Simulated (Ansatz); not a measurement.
**NH3 (SMILES N): levels of theory compared**

Aim: a comparison of 6 runs (BLYP/3-21G, CAM-B3LYP/3-21G, r2SCAN0/3-21G, revPBE/3-21G, UMP2/3-21G, CCSD(T)/3-21G) of NH3. 

Program for the calculation: Ansatz 0.2.0.

48 further runs of the same task are left out: 48 set aside as unsound or not needed.

## (1) The structure to begin with

The species is NH3 (4 atoms), meant as a singlet with charge 0. SMILES: `N`. The H2–N1 distance was set to 2.531 Å, away from the relaxed value. At this shape a bond of the SMILES string is far longer than usual.

Bond lengths: N1–H3 1.013 Å, N1–H4 1.013 Å. Angles: H3–N1–H4 107.1°.

## (2) The energy at BLYP/3-21G (run 1)

Input file molecule.yaml:

```yaml
basis:
  gaussian:
    orbitals: 3-21G.json
crystal:
  periodic: [false, false, false]
  atoms:
    - symbol: "N"
      position_ang: [-0.910458, 1.076384, -0.846420]
    - symbol: H
      position_ang: [0.490470, -0.301820, 0.749180]
    - symbol: H
      position_ang: [-1.728028, 0.524974, -1.076260]
    - symbol: H
      position_ang: [-0.373628, 1.181194, -1.698550]
accuracy: high
hamiltonian:
  xc: {name: BLYP}
```

The basis set 3-21G is read from a file made from the Basis Set Exchange's data (not shown).

On the command line:

```
$ ansatz run molecule.yaml --threads 1 --pin off --max-ram 3480MiB --events-out events.jsonl --progress --plain --runs-dir runs
```

Standard output:

```text
Warning: RAYON_NUM_THREADS=1 ignored (pool sized by the plan → 1); use --threads N
Functional definition: BLYP
  name "BLYP"
  parameter beta = 0.0042
  parameter a = 0.04918
  parameter b = 0.132
  parameter c = 0.2533
  parameter d = 0.349
  exchange = b88_x(beta = beta)
  correlation = lyp_c(a = a, b = b, c = c, d = d)
284 factors; integrals over basis functions are off by at most 1.9e-9 eV
mean field evaluation 1: about -1508.9942 eV, gradient 6.9e1 eV
mean field evaluation 2: about -1477.9790 eV, gradient 1.1e2 eV
mean field evaluation 4: about -1515.3587 eV, gradient 3.7e1 eV
mean field evaluation 8: about -1521.4658 eV, gradient 2.3e1 eV
mean field evaluation 16: about -1523.9499 eV, gradient 5.2e-9 eV
mean field -1523.94991444 eV, -56.0041263854 hartree, gradient 1.4e-8 eV, S^2 0.000000; 0 other end points of the search recorded, 0 dependent functions left out
reference -1523.94994507 eV, -56.0041275109 hartree; 5, 5 occupied and 10, 10 virtual orbitals, 284 factors
Total energy: -1523.94994507 eV, -56.0041275109 hartree
```

Wall time 0.3 s (1 thread of Intel Xeon 6975P-C (Granite Rapids), shared host).

## (3) The energy at CAM-B3LYP/3-21G (run 2)

Input file input.yaml:

```yaml
crystal:
  periodic: [false, false, false]
  atoms:
    - {symbol: N, position_ang: [-0.910458, 1.076384, -0.846420]}
    - {symbol: H, position_ang: [0.490470, -0.301820, 0.749180]}
    - {symbol: H, position_ang: [-1.728028, 0.524974, -1.076260]}
    - {symbol: H, position_ang: [-0.373628, 1.181194, -1.698550]}
basis:
  gaussian:
    orbitals: 3-21G.json
total_charge: 0
hamiltonian:
  xc: {name: CAM-B3LYP}
accuracy: high
```

The basis set 3-21G is read from a file made from the Basis Set Exchange's data (not shown).

On the command line:

```
$ ansatz run input.yaml --threads 1 --pin off --max-ram 3480MiB --events-out events.jsonl --progress --plain --runs-dir runs
```

Standard output:

```text
Warning: RAYON_NUM_THREADS=1 ignored (pool sized by the plan → 1); use --threads N
Functional definition: CAM-B3LYP
  name "CAM-B3LYP"
  parameter alpha = 0.19
  parameter beta = 0.46
  parameter omega = 0.33/bohr
  parameter ac = 0.81
  exchange = (1 - alpha - beta)*b88_x + beta*b88_x_sr(omega) + alpha*exact_x + beta*exact_x_lr(omega)
  correlation = (1 - ac)*vwn5_c + ac*lyp_c
284 factors; integrals over basis functions are off by at most 1.9e-9 eV
122 factors; integrals over basis functions are off by at most 1.4e-9 eV
mean field evaluation 1: about -1512.6070 eV, gradient 5.5e1 eV
mean field evaluation 2: about -1499.7604 eV, gradient 8.2e1 eV
mean field evaluation 4: about -1522.4597 eV, gradient 1.0e1 eV
mean field evaluation 8: about -1522.8072 eV, gradient 2.5e-1 eV
mean field evaluation 16: about -1522.8080 eV, gradient 5.1e-5 eV
mean field -1522.80798273 eV, -55.9621611691 hartree, gradient 8.2e-8 eV, S^2 0.000000; 0 other end points of the search recorded, 0 dependent functions left out
reference -1522.80799342 eV, -55.9621615619 hartree; 5, 5 occupied and 10, 10 virtual orbitals, 284 factors
Total energy: -1522.80799342 eV, -55.9621615619 hartree
```

Run time: 0.34 s. Hardware: 1 thread of Intel Xeon 6975P-C (Granite Rapids), shared host.

Runs 3 to 5 aren't shown in full; the table further down has their settings and results.

## (4) A single-point energy at CCSD(T)/3-21G (run 6)

Input file job.yaml:

```yaml
crystal:
  periodic: [false, false, false]
  atoms:
    - {symbol: N, position_ang: [-0.910458, 1.076384, -0.846420]}
    - {symbol: H, position_ang: [0.490470, -0.301820, 0.749180]}
    - {symbol: H, position_ang: [-1.728028, 0.524974, -1.076260]}
    - {symbol: H, position_ang: [-0.373628, 1.181194, -1.698550]}
basis:
  gaussian:
    orbitals: 3-21G.json
correlation:
  method: ccsd_t
  frozen_orbitals: {H: 0, "N": 1}
accuracy: high
scf:
  omitted_lower_state_checks: [cluster_reference, increment]
```

The basis set 3-21G is read from a file made from the Basis Set Exchange's data (not shown).

On the command line:

```
$ ansatz run job.yaml --threads 1 --pin off --max-ram 3480MiB --events-out events.jsonl --progress --plain --runs-dir runs
```

Standard output:

```text
Warning: RAYON_NUM_THREADS=1 ignored (pool sized by the plan → 1); use --threads N
[... 12 lines left out ...]
1 core orbitals not correlated: weight in the atoms' cores, before any rotation towards them, 1.000 or more for the frozen orbitals, at most 0.000 for the correlated occupied ones
[... 32 lines left out ...]
WARN: these amplitudes may be one of several solutions (largest doubles amplitude 0.68, level shift 7.81 eV)
Total energy: -1519.72621754 eV, -55.8489083872 hartree
Checks for a lower state left out: cluster_reference, increment
```

It took 0.1 s on 1 thread of Intel Xeon 6975P-C (Granite Rapids), shared host.

## (5) All runs side by side

```csv
run,level,frozen core orbitals,energy (Eh),wall time
1,BLYP/3-21G,–,-56.004128,0.3 s
2,CAM-B3LYP/3-21G,–,-55.962162,0.34 s
3,r2SCAN0/3-21G,–,-55.952016,0.52 s
4,revPBE/3-21G,–,-56.010504,0.28 s
5,UMP2/3-21G,1,-55.825419,0.14 s
6,CCSD(T)/3-21G,1,-55.848908,0.1 s
```

## (6) Summary of results

| quantity | value |
| --- | --- |
| run 6: total energy | -55.84891 Eh |
| run 6: correlation energy (1 core orbital frozen) | -255.2 mEh |
| run 6: (T) correction | -14.41 mEh |
| run 6: T1 diagnostic | 0.049 |

In words: Totals of different functionals can't be ranked against each other. In run 6 the T1 diagnostic is large, so a single reference may not serve. In run 6 the log says that unrestricted orbitals would lower the reference, so the values rest on an unstable closed-shell determinant (other closed-shell runs at this shape may share the fault). In runs 1, 2, 3, 4, 6 a closed-shell determinant meets a far-stretched bond, which it describes badly. Spin contamination of the reference: run 5 ⟨S²⟩ = 0.99. Where it is this large, the reference is a mixture of spin states, and values that rest on it are in doubt. All runs together took 1.7 s, the longest 0.52 s.
